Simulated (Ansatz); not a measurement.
Input for Ansatz (development build ahead of 0.2.0):

```yaml
crystal:
  periodic: [false, false, false]
  atoms:
    - { symbol: O, position_ang: [-0.03237, 0.87274, -0.73237] }
    - { symbol: H, position_ang: [-0.01687, 1.59929, -0.06284] }
    - { symbol: Cl, position_ang: [-0.03175, -0.48865, 0.30441] }
basis:
  gaussian: { orbitals: def2-TZVP }
hamiltonian:
  xc: hf
output:
  forces: true
```

The input is written out in the form of the current development build from the run's settings.

The run gave:

- Converged: yes
- Total energy: -534.91211 hartree
- Spin squared of the determinant: 0.000
- Stability test: minimum among restricted orbitals

Forces (eV/Å):
```tsv
atom	Fx	Fy	Fz
O1	0.039	0.264	2.821
H2	-0.035	-1.328	-1.737
Cl3	-0.004	1.064	-1.084
```
